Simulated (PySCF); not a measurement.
Species: C3H7O, net charge 0, doublet state. It need not be the lowest isomer of its formula. 
Coordinates optimised at B3LYP-D3(BJ)/def2-TZVP (Ansatz):
```xyz
11

O     -0.0463    -0.6730     0.0909
C     -0.0529     0.7325    -0.0547
C      1.2330    -1.2347    -0.0943
C     -1.4238     1.2502     0.1161
H      0.6345     1.1953     0.6759
H      0.3490     1.0038    -1.0511
H      1.1365    -2.3116     0.0333
H      1.6218    -1.0264    -1.0999
H      1.9514    -0.8503     0.6417
H     -2.2625     0.5707     0.0934
H     -1.5973     2.3147     0.1765
```
Charge 0, spin multiplicity 2.

Dispersion corrections to the total energy (kcal/mol) from the dftd3 and dftd4 libraries through PySCF: D3(BJ) without and D4 with the three-body term, each with the damping fitted for the functional named.

| functional | D3(BJ) | D4 |
|---|---|---|
| PBE | -3.82 | -3.50 |
| TPSS | ___ | -4.74 |
| B2PLYP | -2.77 | ___ |
| LC-wPBE | ___ | -3.83 |
| HF | -32.07 | -14.11 |
| BLYP | -7.78 | -7.96 |
| revPBE | -10.13 | -13.07 |

Question: Some entries are withheld; supply them.

Answer: 
- TPSS, D3(BJ): -4.66
- B2PLYP, D4: -2.43
- LC-wPBE, D3(BJ): -3.31
